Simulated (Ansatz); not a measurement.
## Nudged elastic band run: CH$_{5}$O$_{2}$, charge +1

The input (input.yaml):

```yaml
crystal:
  periodic: [false, false, false]
  atoms:
    - { symbol: O, position_ang: [-1.257188, 0.752815, -0.113128] }
    - { symbol: C, position_ang: [0.007835, 0.531158, -0.367518] }
    - { symbol: O, position_ang: [0.434909, -0.938962, 0.524077] }
    - { symbol: H, position_ang: [-1.84944, 0.243568, -0.714338] }
    - { symbol: H, position_ang: [0.31137, 0.150198, -1.360586] }
    - { symbol: H, position_ang: [0.672146, 1.263462, 0.123509] }
    - { symbol: H, position_ang: [0.300295, -0.795744, 1.492655] }
    - { symbol: H, position_ang: [1.380073, -1.206495, 0.415331] }
total_charge: 1
basis:
  gaussian: { orbitals: cc-pVDZ }
hamiltonian:
  xc: pbe
neb:
  order_check: false
  images: 9
  f_tol: 0.05
  max_iterations: 60
  final_atoms:
    - { symbol: O, position_ang: [-0.97819743, 0.781506, -0.11068889] }
    - { symbol: C, position_ang: [0.56001931, 0.36086369, -0.30261717] }
    - { symbol: O, position_ang: [0.53782788, -0.89384704, 0.70117041] }
    - { symbol: H, position_ang: [-1.55890792, 0.7391512, -0.91129549] }
    - { symbol: H, position_ang: [0.44914791, -0.20626866, -1.26415036] }
    - { symbol: H, position_ang: [-0.9636885, 1.71659928, 0.20123268] }
    - { symbol: H, position_ang: [1.23435669, -0.71244153, 1.37491449] }
    - { symbol: H, position_ang: [0.71944207, -1.78556293, 0.31143633] }
  initial_path:
    images:
      - { positions_ang: [[-1.257188, 0.752815, -0.113128], [0.007835, 0.531158, -0.367518], [0.434909, -0.938962, 0.524077], [-1.84944, 0.243568, -0.714338], [0.31137, 0.150198, -1.360586], [0.672146, 1.263462, 0.123509], [0.300295, -0.795744, 1.492655], [1.380073, -1.206495, 0.415331]] }
      - { positions_ang: [[-1.21636502, 0.7545033, -0.13428032], [0.04908411, 0.51964395, -0.35947759], [0.45940334, -0.88590482, 0.57513108], [-1.8132343, 0.24268059, -0.72349156], [0.36385342, 0.12843764, -1.3420438], [0.50433932, 1.31501312, 0.15503641], [0.54284097, -0.810787, 1.36203603], [1.11007815, -1.26358678, 0.46709175]] }
      - { positions_ang: [[-1.17554204, 0.7561916, -0.15543265], [0.09033322, 0.50812991, -0.35143718], [0.48389768, -0.83284764, 0.62618516], [-1.77702859, 0.24179318, -0.73264511], [0.41633684, 0.10667728, -1.3235016], [0.33653265, 1.36656425, 0.18656383], [0.78538694, -0.82583001, 1.23141706], [0.8400833, -1.32067857, 0.51885251]] }
      - { positions_ang: [[-1.13471906, 0.7578799, -0.17658497], [0.13158232, 0.49661586, -0.34339678], [0.50839202, -0.77979046, 0.67723924], [-1.74082289, 0.24090578, -0.74179867], [0.46882026, 0.08491692, -1.3049594], [0.16872597, 1.41811537, 0.21809124], [1.02793292, -0.84087301, 1.10079808], [0.57008846, -1.37777035, 0.57061326]] }
      - { positions_ang: [[-1.09389609, 0.7595682, -0.1977373], [0.17283143, 0.48510181, -0.33535637], [0.53288636, -0.72673329, 0.72829331], [-1.70461718, 0.24001837, -0.75095223], [0.52130369, 0.06315656, -1.2864172], [0.0009193, 1.46966649, 0.24961866], [1.27047889, -0.85591601, 0.97017911], [0.30009361, -1.43486213, 0.62237401]] }
      - { positions_ang: [[-1.05307311, 0.7612565, -0.21888962], [0.21408054, 0.47358776, -0.32731596], [0.5573807, -0.67367611, 0.77934739], [-1.66841148, 0.23913096, -0.76010579], [0.57378711, 0.0413962, -1.267875], [-0.16688738, 1.52121762, 0.28114607], [1.51302486, -0.87095902, 0.83956014], [0.03009876, -1.49195392, 0.67413477]] }
      - { positions_ang: [[-1.03809797, 0.7653064, -0.19724948], [0.28326829, 0.45104295, -0.3223762], [0.55347013, -0.71771029, 0.763712], [-1.64651077, 0.33913501, -0.79034373], [0.54885927, -0.00813677, -1.26713007], [-0.3262476, 1.56029395, 0.26516339], [1.45729123, -0.83925552, 0.94663101], [0.16796742, -1.55067572, 0.60159508]] }
      - { positions_ang: [[-1.02312284, 0.7693563, -0.17560933], [0.35245605, 0.42849813, -0.31743644], [0.54955957, -0.76174448, 0.7480766], [-1.62461005, 0.43913906, -0.82058167], [0.52393143, -0.05766975, -1.26638514], [-0.48560783, 1.59937028, 0.24918071], [1.40155759, -0.80755202, 1.05370188], [0.30583608, -1.60939752, 0.52905539]] }
      - { positions_ang: [[-1.0081477, 0.7734062, -0.15396919], [0.4216438, 0.40595332, -0.31249668], [0.545649, -0.80577867, 0.7324412], [-1.60270934, 0.5391431, -0.85081961], [0.49900359, -0.10720272, -1.26564021], [-0.64496805, 1.63844662, 0.23319804], [1.34582396, -0.77584852, 1.16077275], [0.44370475, -1.66811933, 0.4565157]] }
      - { positions_ang: [[-0.99317257, 0.7774561, -0.13232904], [0.49083155, 0.3834085, -0.30755692], [0.54173844, -0.84981285, 0.71680581], [-1.58080863, 0.63914715, -0.88105755], [0.47407575, -0.15673569, -1.26489529], [-0.80432828, 1.67752295, 0.21721536], [1.29009033, -0.74414503, 1.26784362], [0.58157341, -1.72684113, 0.38397601]] }
      - { positions_ang: [[-0.97819743, 0.781506, -0.11068889], [0.56001931, 0.36086369, -0.30261717], [0.53782788, -0.89384704, 0.70117041], [-1.55890792, 0.7391512, -0.91129549], [0.44914791, -0.20626866, -1.26415036], [-0.9636885, 1.71659928, 0.20123268], [1.23435669, -0.71244153, 1.37491449], [0.71944207, -1.78556293, 0.31143633]] }
```

Run as:

```bash
$ ansatz run input.yaml --threads 1 --pin off --max-ram 2048MiB --backend cpu --events-out ev --progress --plain --runs-dir out
```

Output, in part (warnings, iteration lines, the closing report on the highest movable image, with atoms numbered from 0):

```
NEB end point (image 0): max|allowed force component| = 1.392e-2 eV/Å (the criterion of neb.relax_end_points is 1.000e-2)
NEB end point (image 10): max|allowed force component| = 1.822e-2 eV/Å (the criterion of neb.relax_end_points is 1.000e-2)
NEB iter   1: max|band force component| = 7.320e1 eV/Å  barrier→ = 16.4184 eV  barrier← = 13.2724 eV  Δτ_max = 0.1998 Å  (273 SCF iters)
NEB iter   2: max|band force component| = 3.335e1 eV/Å  barrier→ = 6.7038 eV  barrier← = 3.5578 eV  Δτ_max = 0.2000 Å  (276 SCF iters)
NEB iter   3: max|band force component| = 9.557e0 eV/Å  barrier→ = 4.0130 eV  barrier← = 0.8670 eV  Δτ_max = 0.1968 Å  (272 SCF iters)
NEB iter   4: max|band force component| = 4.857e0 eV/Å  barrier→ = 3.8835 eV  barrier← = 0.7375 eV  Δτ_max = 0.1977 Å  (271 SCF iters)
NEB iter   5: max|band force component| = 3.007e0 eV/Å  barrier→ = 3.8665 eV  barrier← = 0.7205 eV  Δτ_max = 0.1996 Å  (278 SCF iters)
NEB iter   6: max|band force component| = 1.434e0 eV/Å  barrier→ = 3.8242 eV  barrier← = 0.6782 eV  Δτ_max = 0.1987 Å  (261 SCF iters)
NEB iter   7: max|band force component| = 9.593e-1 eV/Å  barrier→ = 3.7564 eV  barrier← = 0.6105 eV  Δτ_max = 0.1773 Å  (245 SCF iters)
NEB iter   8: max|band force component| = 6.079e-1 eV/Å  barrier→ = 3.6612 eV  barrier← = 0.5153 eV  Δτ_max = 0.0338 Å  (249 SCF iters)
NEB iter   9: max|band force component| = 7.594e-1 eV/Å  barrier→ = 3.6649 eV  barrier← = 0.5189 eV  CI = image 8  Δτ_max = 0.1354 Å  (246 SCF iters)
NEB iter  10: max|band force component| = 4.358e-1 eV/Å  barrier→ = 3.7404 eV  barrier← = 0.5944 eV  CI = image 8  Δτ_max = 0.0475 Å  (241 SCF iters)
NEB iter  11: max|band force component| = 1.557e-1 eV/Å  barrier→ = 3.7290 eV  barrier← = 0.5830 eV  CI = image 8  Δτ_max = 0.0239 Å  (250 SCF iters)
NEB iter  12: max|band force component| = 9.496e-2 eV/Å  barrier→ = 3.7276 eV  barrier← = 0.5817 eV  CI = image 8  Δτ_max = 0.0386 Å  (245 SCF iters)
NEB iter  13: max|band force component| = 1.269e-1 eV/Å  barrier→ = 3.7255 eV  barrier← = 0.5795 eV  CI = image 8  Δτ_max = 0.0193 Å  (249 SCF iters)
NEB iter  14: max|band force component| = 7.615e-2 eV/Å  barrier→ = 3.7244 eV  barrier← = 0.5785 eV  CI = image 8  Δτ_max = 0.0193 Å  (246 SCF iters)
NEB iter  15: max|band force component| = 4.862e-2 eV/Å  barrier→ = 3.7237 eV  barrier← = 0.5777 eV  CI = image 8  Δτ_max = 0.0000 Å  (478 SCF iters)
Total energy: -5195.02606002 eV, -190.9136863905 hartree
Atom 0 at    -1.201542     0.686714    -0.016023 Å, force    -0.004607    -0.007705     0.004372 eV/Å
Atom 1 at     0.355404     0.325256    -0.293614 Å, force     0.004168    -0.008306    -0.000079 eV/Å
Atom 2 at     0.551955    -0.807599     0.694909 Å, force     0.040927     0.002258    -0.000353 eV/Å
Atom 3 at    -1.652478     0.836121    -0.886165 Å, force     0.003245     0.005444     0.001375 eV/Å
Atom 4 at     0.370514    -0.160068    -1.290494 Å, force     0.002585     0.000182    -0.002363 eV/Å
Atom 5 at    -0.377187     1.441984     0.123498 Å, force    -0.004775    -0.005205    -0.000256 eV/Å
Atom 6 at     1.287453    -0.590566     1.317556 Å, force    -0.014439     0.010548     0.003690 eV/Å
Atom 7 at     0.665882    -1.731843     0.350335 Å, force    -0.027104     0.002783    -0.006386 eV/Å
Dipole moment:     0.279799    -0.460723    -0.114061 e Å
```

The forces met the threshold. Neighbouring images differ by up to 1.7 eV, so the band resolves the path poorly. A vibrational analysis at the climbing image gives one clearly imaginary mode, 1356i cm⁻¹: a first-order saddle point. The orbitals stay closed-shell, which can raise the energy where a bond breaks towards radicals; this wasn't checked here. Limits of this set-up: the dipole of an ion depends on the origin.

Final band (atoms are numbered from 1 in the order of the input):

```csv
image,path coordinate (Å),energy (kcal/mol),C2–H6 (Å),O1–H6 (Å)
0,0.00,0.0,1.10,2.01
1,0.37,0.2,1.10,2.01
2,0.73,0.7,1.10,2.01
3,1.10,1.2,1.10,2.01
4,1.47,2.4,1.10,2.00
5,1.83,9.2,1.10,1.98
6,2.20,26.5,1.10,1.79
7,2.57,65.0,1.17,1.46
8,2.93,85.9,1.40,1.13
9,3.30,77.7,1.78,0.99
10,3.68,72.5,2.10,0.99
```

The run took 2.7 min on 1 thread of Arm Neoverse V2 (shared host), peak memory 0.24 GiB.
